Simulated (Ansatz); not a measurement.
C3H6O2 can be A, `COC(C)=O`, or B, `O[C@@H]1C[C@@H]1O`.

Calculated with Ansatz (gas phase, PBE0-D4/def2-TZVP geometries, no zero-point term in ΔE). CBS: MP2 limit from def2 TZ/QZ plus the TZ coupled-cluster correction, frozen cores. DFT in def2-TZVPP. B3LYP here is the variant with VWN-RPA as its local correlation; programs differ in this. Each species was taken in one conformer, which may not be the lowest.

**Question.** Which is lower in electronic energy at CCSD(T)/CBS, and by how much? (Best estimate.)

**Answer.** Computed: A, by 36.3 kcal/mol.

**Question.** Give E(B) − E(A) in kcal/mol with HF/def2-TZVPP, ωB97M-V, B3LYP-D4, CCSD(T)/def2-TZVPP, B2PLYP, MP2/def2-TZVPP, CCSD/def2-TZVPP. (Best estimate.)

**Answer.** Computed: HF/def2-TZVPP 44.1, ωB97M-V 36.3, B3LYP-D4 40.4, CCSD(T)/def2-TZVPP 37.4, B2PLYP 40.2, MP2/def2-TZVPP 36.0, CCSD/def2-TZVPP 37.0. None reverses the order clearly.

Largest T1 diagnostic: 0.014.

In def2-TZVPP, CCSD(T) changes the Hartree–Fock value by −6.7 kcal/mol (the triples alone add +0.4 kcal/mol) and MP2 by −8.1 kcal/mol. From PBE to PBE0 (25 % exact exchange), in def2-TZVPP and without D4, E(B) − E(A) moves by −2.1 kcal/mol.
